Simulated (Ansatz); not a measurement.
Ansatz (an electronic-structure program) input (CCSD(T)/aug-cc-pVDZ):

Ansatz 0.2 input:
```yaml
crystal:
  periodic: [false, false, false]
  atoms:
    - {symbol: C, position_ang: [0.00319266, 0.00643257, 0.66040383]}
    - {symbol: C, position_ang: [-0.00319266, -0.00643257, -0.66040383]}
    - {symbol: F, position_ang: [0.02490825, 1.11427502, 1.37583632]}
    - {symbol: F, position_ang: [-0.01150102, -1.08726216, 1.39745609]}
    - {symbol: F, position_ang: [0.01150102, 1.08726216, -1.39745609]}
    - {symbol: F, position_ang: [-0.02490825, -1.11427502, -1.37583632]}
basis:
  gaussian:
    orbitals: aug-cc-pVDZ
magnetization: {spin_polarized: false}
correlation: {method: ccsd_t, electrons: outside_noble_gas}
output: {forces: true}
```

Output:

```
Functional definition: HF
integrals: 0.32 GiB planned
1316 factors; integrals over basis functions are off by at most 3.1e-4 eV
mean field: 0.67 GiB planned
mean field evaluation 1: about -12881.3213 eV, gradient 3.7e1 eV
mean field evaluation 2: about -12881.3776 eV, gradient 3.7e1 eV
mean field evaluation 4: about -12883.9421 eV, gradient 3.8e0 eV
mean field evaluation 8: about -12883.9810 eV, gradient 1.8e-1 eV
mean field evaluation 16: about -12883.2225 eV, gradient 2.0e1 eV
mean field -12883.98122010 eV, -473.4775767627 hartree, gradient 2.4e-6 eV, S^2 0.000000; 0 other end points of the search recorded, 0 dependent functions left out
6 core orbitals not correlated
reference -12883.98122010 eV, -473.4775767627 hartree; 18, 18 occupied and 114, 114 virtual orbitals, 1316 factors
densities: 1.96 GiB planned
second order -28.91987863 eV of doubles, -0.00000000 eV of singles
coupled cluster: 1.15 GiB planned
cycle   1  -28.51548629 eV  change    4.0e-1 eV  update   1.3e-1
cycle   2  -29.16111034 eV  change   -6.5e-1 eV  update   3.9e-2
cycle   3  -29.32889500 eV  change   -1.7e-1 eV  update   1.9e-2
cycle   4  -29.31935587 eV  change    9.5e-3 eV  update   4.0e-3
cycle   5  -29.31404521 eV  change    5.3e-3 eV  update   1.7e-3
cycle   6  -29.31572487 eV  change   -1.7e-3 eV  update   4.4e-4
cycle   7  -29.31564379 eV  change    8.1e-5 eV  update   1.5e-4
cycle   8  -29.31548738 eV  change    1.6e-4 eV  update   4.3e-5
cycle   9  -29.31549754 eV  change   -1.0e-5 eV  update   1.5e-5
cycle  10  -29.31551069 eV  change   -1.3e-5 eV  update   4.3e-6
perturbative correction -0.88258960 eV, -0.0324345697 hartree
the calculation of the forces begins
Total energy: -12914.17932040 eV, -474.5873364796 hartree
Atom 0 at     0.003193     0.006433     0.660404 Å, force     0.002331     0.004696     0.482065 eV/Å
Atom 1 at    -0.003193    -0.006433    -0.660404 Å, force    -0.002331    -0.004696    -0.482066 eV/Å
Atom 2 at     0.024908     1.114275     1.375836 Å, force     0.013441     0.693381     0.415490 eV/Å
Atom 3 at    -0.011501    -1.087262     1.397456 Å, force    -0.009358    -0.685155     0.429028 eV/Å
Atom 4 at     0.011501     1.087262    -1.397456 Å, force     0.009358     0.685155    -0.429028 eV/Å
Atom 5 at    -0.024908    -1.114275    -1.375836 Å, force    -0.013441    -0.693381    -0.415490 eV/Å
Dipole moment:     0.000000    -0.000000     0.000000 e Å
```
